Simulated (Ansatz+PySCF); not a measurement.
Values are calculated unless marked as measured or tabulated.
## PySCF 2.14.0 run

```python
from pyscf import gto, scf, cc

mol = gto.M(atom="""
C 0.000000 0.000000 -0.759560
C 0.000000 0.000000 1.519120
H 0.000000 -1.023960 -1.165110
H -0.886780 0.511980 -1.165110
H 0.886780 0.511980 -1.165110
H 0.000000 1.023960 1.924670
H -0.886780 -0.511980 1.924670
H 0.886780 -0.511980 1.924670
""", basis='sto-3g', charge=0, spin=0)
mf = scf.UHF(mol)
mf.kernel()
mycc = cc.CCSD(mf, frozen=2).run()
et = mycc.ccsd_t()
print(mf.e_tot, mycc.e_corr, et, mycc.e_tot + et)
```

The script is written out from the run's settings.

The run gave:

```yaml
Converged: yes
Reference_energy: -78.12830 hartree
CCSD_correlation_energy: -0.19941 hartree
Triples_correction: -0.00143 hartree
Total_energy: -78.32914 hartree
```

The reference isn't the lowest determinant (another lies 0.85 eV lower), but the same method gives a higher total on the lower determinant. Caution: large amplitudes, a single reference is doubtful.
